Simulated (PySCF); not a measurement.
Atoms are numbered as in `[O:1]=[C:2]([O-:3])[CH2:4][CH2:5][F:6]`. Hydrogens are named by the atom that carries them.

Geometry: PBE0-D3(BJ)/def2-SVP; GIAO shifts from PySCF 2.14, gas phase, non-relativistic, averaged over equivalent atoms.

At PBE0/pcSseg-1 (122 basis functions, 8.2 s wall time on 1 thread of an Arm Neoverse V1, shared host):
| atoms | δ (ppm) |
| --- | --- |
| O1/O3 | 351.1 |
| C2 | 166.4 |
| C5 | 90.0 |
| C4 | 42.9 |
| F6 | -244.0 |
| H(C5) | 4.48 |
| H(C4) | 1.90 |

Shifts are taken against calculated references (same method and geometry level): ¹⁷O (334.56 ppm) vs H2O; ¹³C (184.41 ppm), ¹H (31.27 ppm) against TMS; CFCl3 for ¹⁹F (177.25 ppm).

Estimate the result of repeating the calculation with PBE0/pcSseg-2.

## Answers


```
atoms  δ at PBE0/pcSseg-2  change
O1/O3               342.4    -8.7
   C2               172.5    +6.1
   C5                92.9    +2.9
   C4                44.5    +1.6
   F6              -240.8    +3.2
H(C5)                4.63   +0.15
H(C4)                2.16   +0.26
```

Scale: ¹⁷O (328.15 ppm) vs H2O; ¹³C (184.13 ppm) and ¹H (31.25 ppm) against TMS; CFCl3 for ¹⁹F (175.81 ppm) (reference shieldings calculated alike).

The largest change is at O1/O3 (carboxylate oxygen). Cost: 272 basis functions, 28 s wall time on 1 thread of an Arm Neoverse V1, shared host. The order of the carbon signals is the same at both levels.

Unscaled 19F shifts against computed CFCl3 carry errors that often reach 10 to 50 ppm. Unscaled 17O shifts of doubly bonded oxygen tend to come out too high, by tens of ppm or more. Experimental scales use liquid or dissolved standards, which lie at an offset from isolated H2O (liquid H2O: subtract about 36 ppm).
